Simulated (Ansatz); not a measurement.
Ansatz (a quantum-chemistry and plane-wave program) input (RPA@PBE/cc-pVTZ):

Ansatz 0.2 input:
```yaml
crystal:
  periodic: [false, false, false]
  atoms:
    - {symbol: O, position_ang: [0.00698159, -0.00938093, 1.15639185]}
    - {symbol: C, position_ang: [0.01002135, 1.09121187, 0.35485194]}
    - {symbol: C, position_ang: [-0.00584318, -1.09682594, 0.33719784]}
    - {symbol: C, position_ang: [-0.00057460, 0.72400222, -0.94957313]}
    - {symbol: C, position_ang: [-0.01096108, -0.70850213, -0.96113124]}
    - {symbol: H, position_ang: [0.01993172, 2.04136423, 0.85814072]}
    - {symbol: H, position_ang: [-0.00976940, -2.05501900, 0.82508919]}
    - {symbol: H, position_ang: [-0.00100663, 1.38402074, -1.80017025]}
    - {symbol: H, position_ang: [-0.02086345, -1.35463467, -1.82226699]}
basis:
  gaussian:
    orbitals: cc-pVTZ
hamiltonian:
  xc: pbe
magnetization: {spin_polarized: false}
correlation: {method: rpa, electrons: outside_noble_gas}
```

Output:

```
Functional definition: PBE
integrals: 0.37 GiB planned
1199 factors; integrals over basis functions are off by at most 8.7e-4 eV
mean field: 1.21 GiB planned
mean field evaluation 1: about -6244.2135 eV, gradient 6.4e1 eV
mean field evaluation 2: about -6244.2077 eV, gradient 6.4e1 eV
mean field evaluation 4: about -6252.5103 eV, gradient 2.5e1 eV
mean field evaluation 8: about -6253.9355 eV, gradient 1.2e-1 eV
mean field evaluation 16: about -6253.9343 eV, gradient 1.2e-4 eV
mean field -6253.93427180 eV, -229.8278454197 hartree, gradient 2.9e-6 eV, S^2 0.000000; 0 other end points of the search recorded, 0 dependent functions left out
5 core orbitals not correlated
reference -6222.15534503 eV, -228.6599914015 hartree; 13, 13 occupied and 188, 188 virtual orbitals, 1199 factors
Total energy: -6259.12756250 eV, -230.0186953328 hartree
```
